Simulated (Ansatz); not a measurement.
Gas-phase electronic energies from Ansatz, PBE0-D4/def2-TZVP geometries. CCSD(T)/CBS adds triple-zeta CCSD(T) − MP2 to the extrapolated MP2 energy (def2 sets, frozen cores). This one scheme is used for every species. Functionals use def2-TZVPP. B3LYP here is the variant with VWN-RPA as its local correlation; programs differ in this. HSE06 is defined as in plane-wave codes. One conformer a species, not always the lowest.

Reaction (cleavage of the Si–B bond): `B[SiH2]O` + H–F → `O[SiH2]F` + BH₃

```csv
level,ΔE (kJ/mol),difference from CCSD(T)/CBS
r2SCAN0-D4,-177.8,-1.1
HSE06-D4,-161.8,14.9
CAM-B3LYP-D4,-186.0,-9.3
ωB97M-V,-181.9,-5.2
revPBE,-157.4,19.3
BLYP,-178.4,-1.7
B3LYP,-182.5,-5.8
HSE06,-163.8,12.9
BHLYP,-192.5,-15.8
CAM-B3LYP,-188.3,-11.6
HF/def2-SVP,-190.6,-13.9
MP2/def2-TZVPP,-185.3,-8.6
CCSD/def2-TZVPP,-180.4,-3.7
MP2/def2-QZVPP,-185.6,-8.9
SCS-MP2/def2-QZVPP,-189.6,-12.9
CCSD/CBS(def2),-179.6,-2.9
CCSD(T)/CBS,-176.7,0
```

Question: What do rigid-rotor, harmonic-oscillator terms from PBE0-D4/def2-TZVP frequencies (298.15 K, 1 bar) make of the CCSD(T)/CBS value? (An estimate is asked.)

Answer: Ansatz gave: ΔZPE = +1.6 kJ/mol, ΔH = -177.4 kJ/mol, ΔS = -9 J/(mol·K), ΔG = -174.7 kJ/mol.

Largest T1 diagnostic among the species: 0.012.

In def2-TZVPP, CCSD(T) changes the Hartree–Fock value by +27.7 kJ/mol (the triples alone add +2.9 kJ/mol) and MP2 by +20.0 kJ/mol. The D4 term adds +3.9 kJ/mol with B3LYP and +2.1 kJ/mol with PBE0; it sums over pairs of atoms, weighted by their polarisabilities, and B3LYP, whose exchange is more repulsive, gets the larger term. From PBE to PBE0 (25 % exact exchange), in def2-TZVPP and without D4, ΔE moves by −6.7 kJ/mol.
